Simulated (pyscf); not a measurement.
SiH₄ (SMILES [SiH4]) + HCl (SMILES Cl) → H₃Si–Cl (SMILES [SiH3]Cl) + H₂ (SMILES [H][H]) (four-centre exchange; singlet surface; H–Si, Cl–H broken, Cl–Si, H–H formed). PySCF, gas phase, ωB97X-D3(BJ)/def2-SVP geometries. Energies in kJ/mol from the separated reactants.

```tsv
level	barrier	reaction energy
PBE/def2-TZVP	(withheld)	(withheld)
r²SCAN/def2-TZVP	137.0	-76.7
B3LYP-D3(BJ)/def2-TZVP	(withheld)	-72.5
PBE0-D3(BJ)/def2-TZVP	139.1	-71.6
M06-2X/def2-TZVP	151.1	-81.7
ωB97M-D3(BJ)/def2-TZVP	157.0	-71.1
```

### Question
What belongs in the gaps?

### Answer

- PBE/def2-TZVP, barrier: 129.4
- PBE/def2-TZVP, reaction energy: -69.7
- B3LYP-D3(BJ)/def2-TZVP, barrier: 150.2

The functionals in the table span 27.6 kJ/mol in this barrier, from PBE to ωB97M-D3(BJ)/def2-TZVP. This is the saddle that the search found; another between the same sides may lie lower.
